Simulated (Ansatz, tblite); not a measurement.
# H2S3: one state, many levels

The task here is to estimate one member of a computed series from the others.

The runs use Ansatz 0.2.0, Gaussian basis; as each input shows.

The runs, in order: GFN1-xTB, GFN2-xTB, PBE-D4/def2-TZVP, r2SCAN-D4/def2-TZVP, HF/def2-TZVP, B97M-V/def2-TZVP, r2SCAN0-D4/def2-TZVP, HSE06-D4/def2-TZVP, revPBE-D4/def2-TZVP, r2SCANh-D4/def2-TZVP, ωB97X-V/def2-TZVP, PBE-D4/def2-SVP, PBE0-D4/def2-SVP, HF/STO-3G, HF/6-31G, B3LYP-D4/6-31G, CCSD(T)/def2-TZVPP, MP2/def2-TZVP, RPA/def2-TZVP.

### The relaxed structure

The geometry is that of the singlet, from an earlier relaxation (r2SCAN-D4/def2-TZVP).

5 atoms, charge 0, spin multiplicity 1.

Bond lengths: S1–S2 2.057 Å, S1–H4 1.349 Å, S2–S3 2.057 Å, S3–H5 1.349 Å. Angles: S2–S1–H4 98.5°, S1–S2–S3 108.6°, S2–S3–H5 98.5°.

PBE0-D4/def2-TZVP was run before; its log isn't repeated, and its numbers join the tables.

The first run:

Tight binding, by tblite at 300 K electronic temperature and without a spin-polarisation term:

```python
tblite.interface.Calculator('GFN1-xTB', numbers, positions, charge=0, uhf=0).singlepoint()
```

Tight binding, by tblite at 300 K electronic temperature and without a spin-polarisation term:

```python
tblite.interface.Calculator('GFN2-xTB', numbers, positions, charge=0, uhf=0).singlepoint()
```

start.molden holds the orbitals of an earlier run on this state, given as this run's starting guess.

File in.yaml:

```yaml
crystal:
  periodic: [false, false, false]
  atoms:
    - {symbol: S, position_ang: [0.621346, 0.172261, 1.549076]}
    - {symbol: S, position_ang: [0.183376, 0.979499, -0.291107]}
    - {symbol: S, position_ang: [-0.678588, -0.477833, -1.458495]}
    - {symbol: H, position_ang: [1.830950, -0.348293, 1.256525]}
    - {symbol: H, position_ang: [-1.957084, -0.325635, -1.056009]}
basis:
  gaussian: {orbitals: def2-TZVP, initial_orbitals: start.molden}
hamiltonian: {xc: pbe, dispersion: d4}
scf: {omitted_lower_state_checks: [starts]}
output: {orbitals: {seedname: orbitals}}
```

Launch:

```sh
$ ansatz run in.yaml --threads 4 --pin off --events-out ev --progress --plain --max-ram 3916MiB
```

Among the steps run: PBE-D4/def2-TZVP; r2SCAN-D4/def2-TZVP; HF/def2-TZVP; B97M-V/def2-TZVP; r2SCAN0-D4/def2-TZVP; HSE06-D4/def2-TZVP; revPBE-D4/def2-TZVP; r2SCANh-D4/def2-TZVP; ωB97X-V/def2-TZVP; PBE-D4/def2-SVP; PBE0-D4/def2-SVP; HF/STO-3G; HF/6-31G; B3LYP-D4/6-31G; CCSD(T)/def2-TZVPP; MP2/def2-TZVP; RPA/def2-TZVP.

One of the session's tables, all rows but one given; the rest of the session is left out.

It belongs to the step «Levels side by side». 

```
               level  HOMO (eV)  LUMO (eV)  gap (eV)
           HF/STO-3G      -7.09       8.24     15.33
            HF/6-31G     -10.72       1.61     12.33
        HF/def2-TZVP     -10.33       2.39     12.72
     PBE-D4/def2-SVP      -6.12      -2.02      4.11
    PBE-D4/def2-TZVP      -6.27      -2.29      3.98
 revPBE-D4/def2-TZVP      -6.23      -2.21      4.02
 r2SCAN-D4/def2-TZVP      -6.54      -2.13      4.41
    B97M-V/def2-TZVP      -6.62      -2.02      4.59
r2SCANh-D4/def2-TZVP      -7.00      -1.78      5.21
      B3LYP-D4/6-31G          ?          ?         ?
    PBE0-D4/def2-SVP      -7.45      -1.11      6.34
   PBE0-D4/def2-TZVP      -7.51      -1.35      6.16
r2SCAN0-D4/def2-TZVP      -7.68      -1.26      6.42
  HSE06-D4/def2-TZVP      -7.11      -1.73      5.38
   ωB97X-V/def2-TZVP      -9.86       0.86     10.72
```

**Question.** Estimate the row for B3LYP-D4/6-31G.

**Answer.** HOMO (eV): -7.55; LUMO (eV): -2.01; gap (eV): 5.53. In the column «HOMO (eV)» it lies between r2SCAN0-D4/def2-TZVP (-7.68) and PBE0-D4/def2-TZVP (-7.51).
